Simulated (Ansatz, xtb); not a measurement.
Relative energy of two isomers of C4H7PS

We compare a, `C#CC[P@H](C)=S`, a singlet, with b, `CC1=C(C)[PH]1=S`, a singlet. Both are isolated molecules in the gas phase, relaxed with r2SCAN-D4/def2-SVP; each stands in its lowest conformer found.

Problem. Estimate which is lower in electronic energy at CCSD(T)/def2-SVP + ΔMP2/def2-TZVPP, and by roughly how much.

Solution. The CCSD(T)/def2-SVP + ΔMP2/def2-TZVPP calculation puts structure a lower, by 0.160 eV.

How the difference moves with the method:

| level | geometry | E(b) − E(a) (eV) | departure from the last row (eV) | job, with rough time for the two |
| --- | --- | --- | --- | --- |
| GFN2-xTB | GFN2-xTB | +0.372 | +0.212 | optimisation, 0.38 s |
| HF/STO-3G | GFN2-xTB | +0.582 | +0.423 | single point, 0.91 s |
| r2SCAN-D4/def2-SVP//GFN2-xTB | GFN2-xTB | −0.177 | −0.337 | single point, 6.4 s |
| r2SCAN-D4/def2-SVP | r2SCAN-D4/def2-SVP | −0.163 | −0.323 | optimisation, 52 s |
| HF/def2-SVP | r2SCAN-D4/def2-SVP | +0.216 | +0.056 | part of the CCSD(T) run |
| MP2/def2-SVP | r2SCAN-D4/def2-SVP | +0.065 | −0.094 | part of the CCSD(T) run |
| CCSD(T)/def2-SVP | r2SCAN-D4/def2-SVP | +0.064 | −0.095 | single point |
| CCSD(T)/def2-SVP + ΔMP2/def2-TZVPP | r2SCAN-D4/def2-SVP | +0.160 |  | single point, 1.7 min |

As drawn, b has 1 C–C, 1 C=C in place of 1 C≡C. Structure a has no ring, b a 3-membered ring.

r2SCAN-D4/def2-SVP//GFN2-xTB, r2SCAN-D4/def2-SVP put the two in the other order. The largest departure from CCSD(T)/def2-SVP + ΔMP2/def2-TZVPP is that of HF/STO-3G, 0.423 eV. The last row adds to CCSD(T) the change of the MP2 difference between the two basis sets, here +0.095 eV.

With thermal terms from frequencies at re-optimised GFN2-xTB minima (ideal gas, soft modes damped towards free rotors, one conformer each, 298.15 K, 1 atm): the zero-point term adds +0.066 eV; ΔH is +0.224 and ΔG +0.216 eV.

The correlated steps freeze 14 core orbitals. Mirror images aren't counted in ΔG. Programs: Ansatz 0.2.0, xtb 6.7.1; the last row on 2 threads of Intel(R) Xeon(R) Processor @ 2.70GHz on a shared host.
